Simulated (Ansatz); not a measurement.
# Cohesive energy of some elemental metals

Method: PBE0 in Ansatz (PAW). References are measured values corrected to a static lattice or taken at low temperature (these still hold zero-point motion). The table is a random draw of 10 from 16 solids with such references.

Values in eV/atom.

```json
[
 {"solid": "α-phase Ga", "reference": "2.81", "PBE0": "2.62", "error (eV/atom)": "-0.19"},
 {"solid": "fcc Sr", "reference": "1.73*", "PBE0": "1.54", "error (eV/atom)": "-0.19"},
 {"solid": "hcp Cd", "reference": "1.18*", "PBE0": "0.87", "error (eV/atom)": "-0.31"},
 {"solid": "fcc Ag", "reference": "2.97*", "PBE0": "2.38", "error (eV/atom)": "-0.59"},
 {"solid": "hcp Mg", "reference": "1.51", "PBE0": "1.51", "error (eV/atom)": "0.00"},
 {"solid": "fcc Al", "reference": "3.43*", "PBE0": "3.40", "error (eV/atom)": "-0.03"},
 {"solid": "fcc Ca", "reference": "1.86*", "PBE0": "1.79", "error (eV/atom)": "-0.07"},
 {"solid": "bcc Cs", "reference": "0.81*", "PBE0": "0.66", "error (eV/atom)": "-0.15"},
 {"solid": "bcc Li", "reference": "1.67*", "PBE0": "1.54", "error (eV/atom)": "-0.13"},
 {"solid": "hcp Zn", "reference": "1.38*", "PBE0": "1.17", "error (eV/atom)": "-0.21"}
]
```

Over these 10 solids the mean error is -0.19 eV/atom, the mean absolute error 0.19 eV/atom (median 0.17 eV/atom), and the worst case fcc Ag at -0.59 eV/atom; the value is below the reference in 9 of 10 cases. Over all 16, from unrounded values, the mean error is -0.16 eV/atom and the mean absolute error 0.20 eV/atom (median 0.17 eV/atom).

A star marks references brought to a static lattice; the others are low-temperature values that still hold zero-point motion, which matters most for light elements.

Spin–orbit coupling is left out, also for the solids with elements from indium on (bcc Cs); its size isn't shown.

Exact exchange on metals is sensitive to the k mesh.

Differences are worked out from the printed values.

Free atoms are spin-polarised, in the lowest state found; at levels without +SOC their spin–orbit coupling is left out. Each level is taken at its own relaxed cell. Ansatz's density-functional and Hartree–Fock values are scalar-relativistic unless marked +SOC, with PAW data made under PBE.

Ansatz's runs of these crystals have no spin polarisation.

Not in this set, of the elemental metals with a reference value in our tables and a result at some level: 22 for a doubt noted on the run at PBE0; 6 for the spin–orbit terms of free Br, In, Sn, Te, I and atoms past barium, a cut that leaves lighter open-shell atoms' terms in the errors; 1 for sources at odds. These can be a level's best or worst cases. Solids without a released value at any level aren't counted. Layered and molecular crystals are counted apart. The metals Ce to Yb are counted apart.

References as tabulated in Mejia-Rodriguez and Trickey (2018), arXiv:1807.09216; Jana et al. (2018), arXiv:1807.00350; Kittel's textbook; Csonka et al. (2009), arXiv:0903.4037.

Ansatz is a first-principles code.
